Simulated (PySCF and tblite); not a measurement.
Values are calculated unless marked as measured or tabulated.
**Rotation: stationary points, barriers and rates**

System: C4H6O2, numbered as in [CH3:1]/[C:2]([CH:3]=[O:4])=[CH:5]\[OH:6].

Motion: rotation about the C3–C2 bond (torsion O4–C3–C2–C1 from -180° to 0°, rising). The path came from a restrained scan, a climbing-image band and a saddle search at GFN2-xTB; energies are revPBE/pcSseg-1 + D3(BJ)//PBE0-D3(BJ)/def2-SVP, thermal terms GFN2-xTB. Rates follow Eyring's equation with the number of equivalent paths and no tunnelling. Programs: tblite and PySCF.

```tsv
point	symmetry	E(GFN2) kcal/mol	E(DFT) kcal/mol	ZPE change kcal/mol	lowest mode cm⁻¹	dipole D
start	Cs	0.0	0.0	0.00	80	4.03
saddle	C1	9.7	12.1	-0.74	203i	2.82
end	Cs	-0.2	-2.8	0.04	122	3.38
```

- Electronic barrier: 12.1 kcal/mol
- Barrier with zero-point energy: 11.4 kcal/mol
- ΔH‡ (298 K): 11.2 kcal/mol
- ΔS‡ (298 K, symmetry apart): -0.8 cal/(mol K)
- Paths: 2 equivalent paths
- End point: a different minimum
- Mean lifetime of the start against this motion at 298 K: 19 µs
- Cost: 4.3 min on 1 thread of Intel Xeon Platinum 8488C, shared host (rough), peak memory 0.56 GiB, launched as `OMP_NUM_THREADS=1 python ens_run.py task.json out`

| T/K | ΔG‡ kcal/mol | k s⁻¹ | ΔG kcal/mol | k back s⁻¹ |
| --- | --- | --- | --- | --- |
| 150 | 11.3 | 0.00019 | -2.7 | 2.5×10⁻⁸ |
| 200 | 11.3 | 3.3 | -2.6 | 0.0042 |
| 250 | 11.4 | 1170 | -2.6 | 5.9 |
| 298 | 11.4 | 5.3×10⁴ | -2.6 | 641 |
| 350 | 11.5 | 9.9×10⁵ | -2.6 | 2.4×10⁴ |
| 400 | 11.6 | 8.2×10⁶ | -2.6 | 3.2×10⁵ |
| 500 | 11.7 | 1.6×10⁸ | -2.5 | 1.2×10⁷ |

ΔG and ΔG‡ leave out symmetry numbers and mirror images; rates count paths: 2 out, 2 back.
